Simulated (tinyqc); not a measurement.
A ladder of methods, and size consistency: correlation methods against full CI in the sto-3g basis, for H2O, spin multiplicity 1. Computed by the program tinyqc with PySCF. 

Geometry (angstrom):
```
atom       x        y       z
O     0.0000   0.0000  0.0000
H     0.0000   0.8090  0.7200
H     0.0000  -0.8690  0.7740
```

RHF energy of one = -74.932867 hartree

All electrons correlated; +Q is the Davidson correction (1 - c0^2) E_corr. The last columns treat two copies 100 angstrom apart as one system. FCI is the lowest singlet.

Correlation energies (hartree):
```
method   E_corr of one  share of FCI (%)  E_corr of two at 100 angstrom  two minus twice one (mhartree)
MP2           -0.05335            69.666                       -0.10670                           0.000
CISD          -0.07451            97.296                       -0.14229                           6.734
CISD+Q        -0.07821           102.133                       -0.15456                           1.870
CCSD          -0.07634            99.688                       -0.15268                           0.000
CCSD(T)       -0.07643            99.809                       -0.15287                           0.000
FCI           -0.07658           100.000                              -                               -
```

MP2 recovers 70 %, CISD 97.3 % and CCSD 99.7 % of the FCI value (c0^2 = 0.950 in CISD). MP2 and coupled cluster are size consistent, so their last column vanishes; CISD loses 6.73 mhartree, since a double excitation on each copy is a quadruple of the pair, and the Davidson correction leaves +1.87.
